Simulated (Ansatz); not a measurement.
Basis-set extrapolation for `[O]=[Mg]` (PBE0-D4/def2-TZVP geometry, frozen core, Ansatz). Multiplicity 1, RHF reference. For Mg the program correlates outer-core shells too, which these sets cover unevenly, so the extrapolated numbers aren't a true limit.

```tsv
	def2-TZVPP	def2-QZVPP
HF	-274.374919	-274.389187
MP2 correlation	-0.487224	-0.545475
CCSD(T) correlation	-0.494978	-0.554121
```

Energies in hartree. Use E(X) = E(∞) + A·exp(−7.88·√X) for Hartree–Fock and E(X) = E(∞) + B·X^(−2.97) for correlation, with X = 3 and 4.

Question: What is the CCSD(T) energy at the basis-set limit?

Answer: HF limit: -274.389187 + (-0.014268) × 0.13774 = -274.39115. Correlation limit: -0.554121 + (-0.059143) × 0.74074 = -0.59793. Total: -274.98908 hartree, 3.24 eV below CCSD(T)/def2-TZVPP.
